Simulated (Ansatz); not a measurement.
## Ansatz (development build ahead of 0.2.0) run

```yaml
crystal:
  periodic: [false, false, false]
  atoms:
    - { symbol: C, position_ang: [-0.36018, 0.26463, 0.13063] }
    - { symbol: C, position_ang: [0.65943, -0.45759, -0.20141] }
    - { symbol: H, position_ang: [-1.07834, -0.11336, 0.85157] }
    - { symbol: H, position_ang: [-0.49512, 1.24663, -0.31297] }
basis:
  gaussian: { orbitals: def2-SVP }
total_charge: 1
magnetization:
  spin_polarized: true
  initial_magnetization: 1
hamiltonian:
  xc: hf
output:
  forces: true
```

The input is written out in the form of the current development build from the run's settings.

The run gave:

* Converged: yes
* Total energy: -76.33734 hartree
* Spin squared of the determinant: 0.990
* Stability test: minimum

Forces (eV/Å):
| atom | Fx | Fy | Fz |
| --- | --- | --- | --- |
| C1 | 0.323 | -0.217 | -0.113 |
| C2 | -0.169 | 0.121 | 0.055 |
| H3 | -0.199 | -0.225 | 0.267 |
| H4 | 0.045 | 0.321 | -0.208 |

Caution: the unrestricted determinant is spin contaminated.
